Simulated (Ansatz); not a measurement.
Start from `C#COCC` and change one atom or group to get `C#COCF`.

Ansatz, PBE0-D4/def2-TZVP geometries, multiplicity 1. Each molecule was computed in one conformer, which needn't be the lowest.

| property | `C#COCC` |
| --- | --- |
| HOMO–LUMO gap (ωB97M-V/def2-TZVPP) / eV | 11.82 |
| LUMO energy (PBE/def2-TZVPP) / eV | 0.28 |
| size of the dipole moment (PBE/def2-TZVPP) / D | 2.16 |
| HOMO–LUMO gap (PBE/def2-TZVPP) / eV | 5.94 |
| size of the dipole moment (ωB97M-V/def2-TZVPP) / D | 2.18 |
| HOMO energy (PBE0/def2-TZVPP) / eV | -6.94 |

Q: Give the same properties after the change, and the shifts. (Best estimate.)

A: Ansatz gave: 
```json
{"property": "HOMO–LUMO gap (ωB97M-V/def2-TZVPP) / eV", "`C#COCF`": "12.50", "shift": "0.68"}
{"property": "LUMO energy (PBE/def2-TZVPP) / eV", "`C#COCF`": "0.09", "shift": "-0.19"}
{"property": "size of the dipole moment (PBE/def2-TZVPP) / D", "`C#COCF`": "1.71", "shift": "-0.45"}
{"property": "HOMO–LUMO gap (PBE/def2-TZVPP) / eV", "`C#COCF`": "6.23", "shift": "0.29"}
{"property": "size of the dipole moment (ωB97M-V/def2-TZVPP) / D", "`C#COCF`": "1.90", "shift": "-0.28"}
{"property": "HOMO energy (PBE0/def2-TZVPP) / eV", "`C#COCF`": "-7.45", "shift": "-0.51"}
```

With PBE0 the HOMO falls by 0.51 eV and the LUMO rises by 0.05 eV, so the gap widens by about 0.56 eV. PBE moves the HOMO by -0.48 eV and ωB97M-V by -0.52 eV. Dipoles are sizes alone; their direction can turn.
